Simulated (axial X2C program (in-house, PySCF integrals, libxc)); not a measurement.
**Photoelectron levels of AlH by EOM-IP-CCSD**

Calculated with an in-house all-electron X2C program for linear molecules (integrals from PySCF): two-component X2C with atomic mean-field Coulomb and Gaunt terms, Gaussian nuclei, basis Al dyall-v3z, H dyall-v3z with contracted cores.

R = 1.669 Å (near the PBE0 minimum at charge 0 of the determinant lowest at the starting distance; the state shown can have its own minimum elsewhere).

Hartree–Fock spinors of AlH (one of each Kramers pair; a window near the gap, which can cut inner shells):

```csv
ω,occupied,ε (eV),character
1/2,yes,-13.45,"49% H s, 42% Al s, 5% Al p"
1/2,yes,-7.87,"44% Al p, 38% Al s, 13% H s"
1/2,no,0.62,98% Al p
3/2,no,0.63,98% Al p
1/2,no,2.80,"69% Al p, 18% Al d, 8% Al s"
1/2,no,3.59,"70% Al s, 22% H s, 5% H p"
1/2,no,5.02,98% Al p
3/2,no,5.03,98% Al p
```

Vertical ionisation energies of AlH to the states of AlH⁺:

```tsv
Ω of AlH⁺	vertical IE (eV)	above lowest (cm⁻¹)	ionised spinor	one-hole weight
1/2	8.304	0	46% Al pσ, 34% Al sσ, 16% H sσ	0.96
1/2	12.870	36829	47% Al sσ, 46% H sσ	0.83
```

How far does the lowest EOM-IP-CCSD energy lie from the Koopmans value −ε of the highest filled spinor?

8.304 eV against 7.87 eV, a shift of 0.43 eV: relaxation of the final state lowers the energy and the loss of correlation raises it.

This point took 0.63 s on 1 thread of Intel(R) Xeon(R) Processor @ 2.30GHz, on a shared host.

Reference electrons by ω block (each with its −ω partner): 1/2: 6, 3/2: 1. 4 electrons of AlH correlated (inner shells frozen), 74 natural virtual spinors (a truncated set); levels can be off by some tenths of an eV. Roots sought by Ω: (1/2: 4, 3/2: 3, 5/2: 1); rows need 60 % one-particle weight and stop where some Ω has no more roots. Missing are any skipped roots, higher Ω and states of a further excitation; these come out far too high here and may in truth be low or lowest. T1 of the reference 0.014 (Lee–Taylor). Number of frozen shells: Al 2 s, 1 p; H none.
